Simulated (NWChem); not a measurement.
**CH4NSi (SMILES C=N[SiH2]): name the method**

CH4NSi has 7 atoms, charge 0, and is taken as a doublet. SMILES: `C=N[SiH2]`. The coordinates come from a GFN2-xTB relaxation.

```xyz
7

C    -1.2437   -0.2109   -0.6693
N    -0.0164   -0.4322   -0.3082
Si    1.1787    0.1905    0.6301
H    -1.6976   -0.9087   -1.3570
H    -1.8450    0.6245   -0.3316
H     1.2581    1.3676    1.4867
H     2.3660   -0.6308    0.5491
```

A calculation with NWChem 7.3.0 gave:

| Property | Result |
| --- | --- |
| total energy | -381.4455 Eh |
| dipole moment | 1.80 D |
| HOMO energy | -7.69 eV |
| LUMO energy | 1.97 eV |
| ⟨S²⟩ | 0.978 |
| largest force | 2.615 eV/Å |

Question: Which of these levels gave the numbers?
A. B2PLYP/6-31+G* (spherical functions)
B. HF/3-21G
C. B3LYP/6-31G* (spherical functions)
D. HF/STO-3G

Answer: B. The others give -384.6744 Eh (B3LYP/6-31G* (spherical functions)), -384.4173 Eh (B2PLYP/6-31+G* (spherical functions)), -378.9693 Eh (HF/STO-3G).
